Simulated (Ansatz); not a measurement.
We consider rutile MnF2, described by LDA (PAW; Ansatz, a first-principles code).

Run with plane-wave cutoff 520 eV, 8×8×10 k mesh (along the axes of the cell as run), Fermi–Dirac smearing 0.01 eV, spin-polarised with opposed moments, scalar-relativistic PAW data made under PBE.

Shape and atoms are relaxed at each volume.

Pressure at four volumes; x = ln(V/12.171 Å³). One pressure is withheld.

```
V (Å³/atom)        x  P (GPa)
-----------  -------  -------
11.684       -0.0408        ?
11.927       -0.0203     2.28
12.171        0.0000     0.01
12.657        0.0392    -3.85
```

Question: Pass a parabola P(x) through the three rows shown, estimate the bulk modulus and its pressure derivative near zero pressure, and predict the withheld pressure.

Answer: Slopes between the rows: (0.01 − (2.28))/(0.0000 − (-0.0203)) = -111.82 and (-3.85 − (0.01))/(0.0392 − (0.0000)) = -98.47 GPa. Their difference over the span 0.0595 is c = 13.35/0.0595 = 224.4 GPa, so P(x) = 2.28 + (-111.82)(x − (-0.0203)) + 224.4 (x − (-0.0203))(x − (0.0000)). At the middle row B = −dP/dx = −[-111.82 + 224.4 × 0.0203] = 107.3 GPa, and B′ = dB/dP = 2c/B = 4.2. At x = -0.0408 the parabola gives 4.76 GPa; the run gives 4.83 GPa. The Birch–Murnaghan fit to the energies at all volumes has B0 = 108 GPa and B′ = 4.6.

Note: without U or exact exchange, gaps and moments of open d shells tend to come out too small.
